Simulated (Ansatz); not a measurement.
# Bismuth, A7 rhombohedral: convergence with the plane-wave cutoff

Computed with Ansatz, r²SCAN, scalar-relativistic PAW, on the relaxed cell (a = 4.535 Å, c = 12.350 Å (c/a = 2.724); spin not included). Errors count from a run at 500 eV on a Γ-centred 14×14×14 mesh with Fermi-Dirac smearing of 0.1 eV, extrapolated to zero width. Fixed here: mesh 9×9×9, Fermi-Dirac width 0.1 eV. The pressure holds a Pulay correction and is unreliable far below the recommended cutoff. The SCF starts from atomic densities corrected by a trained network.

```csv
cutoff (eV),E(σ→0) error (meV/atom),P (GPa),SCF iterations
150,70589.3,8.71,8
200,9603.1,0.79,7
250,1139.7,0.54,7
300,97.2,-0.05,6
350,3.4,0.01,7
420,-1.3,0.01,7
500,-3.8,0.01,7
600,-4.5,0.01,7
800,-4.8,0.01,7
```

Within 5 meV/atom of the last row: from 420 eV on.
